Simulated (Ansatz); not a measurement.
**Lanthanum, dhcp: convergence with Gaussian smearing**

Computed with Ansatz, r²SCAN, scalar-relativistic PAW, on the relaxed cell (a = 3.787 Å, c = 12.062 Å (c/a = 3.185); spin not included). Errors count from a run at 500 eV on a Γ-centred 13×13×4 mesh with Fermi-Dirac smearing of 0.1 eV, extrapolated to zero width. Fixed here: cutoff 500 eV, mesh 10×10×3. The SCF starts from atomic densities corrected by a trained network.

```
width (eV)  E(σ→0) error (meV/atom)  F error (meV/atom)  P (GPa)  SCF iterations
      0.01                     -1.4                -1.5     0.03               8
      0.03                     -1.5                -1.9     0.03               7
       0.1                     -1.7                -5.2    -0.01               8
       0.2                     -1.3               -15.9    -0.02               8
       0.3                     -0.7               -34.6     0.02               7
       0.6                      0.6              -136.5     0.38               8
       1.0                     13.3              -386.7     1.36               8
```
